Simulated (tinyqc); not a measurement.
ROHF in the sto-6g basis, for OH+, spin multiplicity 3, step by step (part 2 of 2). This run ends on a higher stationary point, not on the lowest solution. Computed by tinyqc, a small Python program that keeps every step (integrals from PySCF). Command: `OMP_NUM_THREADS=1 python tinyqc.py 22281 22282 out.jsonl` (the two numbers bound the seeds that draw the settings). One thread of a shared host (Intel(R) Xeon(R) Processor @ 2.60GHz), about 0.08 s of CPU time with the checks.

Geometry (angstrom):
```
atom,x,y,z
O,0.00000,0.00000,0.00000
H,0.00000,0.00000,1.83300
```

## Iteration 4: diagonalisation and new density

extrapolated F (hartree), lower triangle:
```
,1O 1s,1O 2s,1O 2px,1O 2py,1O 2pz,2H 1s
1O 1s,-21.17706
1O 2s,-5.10092,-2.74103
1O 2px,0.00000,0.00000,-0.60212
1O 2py,0.00000,0.00000,0.09462,-0.86224
1O 2pz,-0.00459,-0.03595,0.00000,0.00000,-0.51818
2H 1s,-0.16371,-0.25009,0.00000,0.00000,-0.20552,-0.41848
```

X, lower triangle:
```
,1O 1s,1O 2s,1O 2px,1O 2py,1O 2pz,2H 1s
1O 1s,1.02094
1O 2s,-0.12023,1.02571
1O 2px,0.00000,0.00000,1.00000
1O 2py,0.00000,0.00000,0.00000,1.00000
1O 2pz,-0.00063,0.00487,0.00000,0.00000,1.00489
2H 1s,0.00625,-0.05701,0.00000,0.00000,-0.05747,1.00957
```

Diagonalise F' = X^T F X, C = X C', fill 5 alpha and 3 beta electrons from the bottom; D(s) = C_occ C_occ^T. Each column has its largest component positive (the first on a tie).

F' = X^T F X (hartree), lower triangle:
```
,1,2,3,4,5,6
1,-20.86244
2,-2.47142,-1.90640
3,0.00000,0.00000,-0.60212
4,0.00000,0.00000,0.09462,-0.86224
5,-0.00391,-0.02393,0.00000,0.00000,-0.50117
6,0.00610,-0.10668,0.00000,0.00000,-0.15431,-0.38400
```

orbital energies (hartree): MO1 -21.17936, MO2 -1.60008, MO3 -0.89302, MO4 -0.60133, MO5 -0.57134, MO6 -0.27324

coefficients C:
```
,MO1,MO2,MO3,MO4,MO5,MO6
1O 1s,0.99736,-0.24741,0.00000,0.02212,0.00000,0.01970
1O 2s,0.01119,1.02268,0.00000,-0.10894,0.00000,-0.10922
1O 2px,0.00000,0.00000,-0.30933,0.00000,0.95096,0.00000
1O 2py,0.00000,0.00000,0.95096,0.00000,0.30933,0.00000
1O 2pz,0.00032,0.03369,0.00000,0.80270,0.00000,-0.60636
2H 1s,-0.00071,0.03340,0.00000,0.51316,0.00000,0.87257
```

D(alpha) after iteration 4, lower triangle:
```
,1O 1s,1O 2s,1O 2px,1O 2py,1O 2pz,2H 1s
1O 1s,1.05643
1O 2s,-0.24427,1.05787
1O 2px,0.00000,0.00000,1.00000
1O 2py,0.00000,0.00000,0.00000,1.00000
1O 2pz,0.00973,-0.05299,0.00000,0.00000,0.64546
2H 1s,0.00238,-0.02175,0.00000,0.00000,0.41304,0.26445
```

D(beta) after iteration 4, lower triangle:
```
,1O 1s,1O 2s,1O 2px,1O 2py,1O 2pz,2H 1s
1O 1s,1.05594
1O 2s,-0.24186,1.04600
1O 2px,0.00000,0.00000,0.09568
1O 2py,0.00000,0.00000,-0.29416,0.90432
1O 2pz,-0.00802,0.03446,0.00000,0.00000,0.00114
2H 1s,-0.00897,0.03415,0.00000,0.00000,0.00112,0.00112
```

## Iteration 12 (converged): orbitals

converged F (hartree), lower triangle:
```
,1O 1s,1O 2s,1O 2px,1O 2py,1O 2pz,2H 1s
1O 1s,-21.04769
1O 2s,-5.07518,-2.66391
1O 2px,0.00000,0.00000,-0.52543
1O 2py,0.00000,0.00000,0.09462,-0.78555
1O 2pz,-0.00483,-0.06650,0.00000,0.00000,-0.51408
2H 1s,-0.16378,-0.26840,0.00000,0.00000,-0.16192,-0.41162
```

As before.

F' = X^T F X (hartree), lower triangle:
```
,1,2,3,4,5,6
1,-20.73277
2,-2.46968,-1.82791
3,0.00000,0.00000,-0.52543
4,0.00000,0.00000,0.09462,-0.78555
5,-0.00031,-0.05640,0.00000,0.00000,-0.50233
6,0.00790,-0.12819,0.00000,0.00000,-0.10899,-0.37991
```

orbital energies (hartree): MO1 -21.05009, MO2 -1.52945, MO3 -0.81633, MO4 -0.55317, MO5 -0.49465, MO6 -0.31022

coefficients C:
```
,MO1,MO2,MO3,MO4,MO5,MO6
1O 1s,0.99730,-0.24648,0.00000,0.03022,0.00000,0.02338
1O 2s,0.01144,1.01698,0.00000,-0.13984,0.00000,-0.12598
1O 2px,0.00000,0.00000,-0.30933,0.00000,0.95096,0.00000
1O 2py,0.00000,0.00000,0.95096,0.00000,0.30933,0.00000
1O 2pz,0.00034,0.06480,0.00000,0.85359,0.00000,-0.52944
2H 1s,-0.00067,0.05725,0.00000,0.42797,0.00000,0.91618
```

D(alpha) after iteration 12, lower triangle:
```
,1O 1s,1O 2s,1O 2px,1O 2py,1O 2pz,2H 1s
1O 1s,1.05627
1O 2s,-0.24348,1.05393
1O 2px,0.00000,0.00000,1.00000
1O 2py,0.00000,0.00000,0.00000,1.00000
1O 2pz,0.01017,-0.05346,0.00000,0.00000,0.73282
2H 1s,-0.00185,-0.00163,0.00000,0.00000,0.36902,0.18643
```

D(beta) after iteration 12, lower triangle:
```
,1O 1s,1O 2s,1O 2px,1O 2py,1O 2pz,2H 1s
1O 1s,1.05536
1O 2s,-0.23925,1.03437
1O 2px,0.00000,0.00000,0.09568
1O 2py,0.00000,0.00000,-0.29416,0.90432
1O 2pz,-0.01563,0.06591,0.00000,0.00000,0.00420
2H 1s,-0.01478,0.05821,0.00000,0.00000,0.00371,0.00328
```

## Convergence

Stop when the energy changes by less than 1e-08 hartree and every element of the error matrix X^T (F D S - S D F) X is below 3e-05.

Course of the cycle:
```
iteration,E (hartree),change,largest element of the error matrix
1,-28.6722888,-,1.22e-01
2,-74.4940720,-4.58e+01,9.44e-02
3,-74.5063080,-1.22e-02,8.15e-02
4,-74.5458882,-3.96e-02,3.47e-02
5,-74.5525990,-6.71e-03,1.57e-02
6,-74.5545097,-1.91e-03,6.29e-03
7,-74.5546155,-1.06e-04,4.57e-03
8,-74.5545470,6.86e-05,5.65e-03
9,-74.5547517,-2.05e-04,5.70e-04
10,-74.5547521,-4.11e-07,5.44e-05
11,-74.5547521,-1.61e-08,1.17e-06
12,-74.5547521,-8.04e-12,1.08e-07
```

PySCF ROHF in the same basis = -74.6196169 hartree

Converged in 12 iterations. But the solution lies 0.06486 hartree above the reference: it is another stationary point, not the lowest one. Reruns (cap 100 unless said): DIIS 8: converged in 32 to a higher stationary point; atomic densities as start, DIIS 8: converged in 7.

## Populations, bond orders and dipole

overlap S, lower triangle:
```
,1O 1s,1O 2s,1O 2px,1O 2py,1O 2pz,2H 1s
1O 1s,1.00000
1O 2s,0.23114,1.00000
1O 2px,0.00000,0.00000,1.00000
1O 2py,0.00000,0.00000,0.00000,1.00000
1O 2pz,0.00000,0.00000,0.00000,0.00000,1.00000
2H 1s,0.00729,0.10970,0.00000,0.00000,0.11313,1.00000
```

Mulliken: Z minus the diagonal of D S on the atom; Loewdin: the same with S^(1/2) D S^(1/2); Mayer order: 2 sum_s sum (D(s) S)_ij (D(s) S)_ji over the two atoms.

Charges (e):
```
atom,Mulliken,Loewdin,Mulliken spin
1O,0.23796,0.24569,1.78199
2H,0.76204,0.75431,0.21801
```

Mayer bond orders:
```
pair,order
2-1,0.37177
```

dipole moment about the origin, x y z (debye): 0.00000  0.00000  6.63917
